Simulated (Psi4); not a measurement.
**Exact exchange and the electronic atomisation energy of C3H3 (propargyl radical)**

The species is C3H3 (6 atoms), meant as a doublet with charge 0. SMILES: `[CH]=C=C`. The coordinates come from a PBE0-D4/def2-TZVP relaxation.

The electronic atomisation energy y, in eV, basis def2-SVPD; a is the functional's share of exact exchange. Programs: Psi4 1.11.

| functional | program | a | y (eV) |
| --- | --- | --- | --- |
| UPBE | Psi4 | 0 | 27.48 |
| U-r2SCAN | Psi4 | 0 | 26.76 |
| UTPSSh | Psi4 | 0.1 | ? |
| UB3LYP | Psi4 | 0.2 | 26.56 |
| UPBE0 | Psi4 | 0.25 | 26.87 |
| UBHLYP | Psi4 | 0.5 | 25.70 |

Question: Fit y = c + s·a to the known rows and predict UTPSSh.

Answer: 
1. Means of the 5 rows: a = 0.1900, y = 26.674.
2. Σ(Δa)² = 0.172, Σ(Δa·Δy) = -0.4608, so the slope is -0.4608/0.172 = -2.6791.
3. Intercept: 26.674 − (-2.6791) × 0.1900 = 27.183. The largest residual of the fit is 0.42.
4. UTPSSh: 27.183 + (-2.6791) × 0.1 = 26.92 eV.

The run gave 26.63 eV, so the prediction is off by +0.29 eV, within the largest residual. The rows mix families of semi-local functionals, which the line can't see.
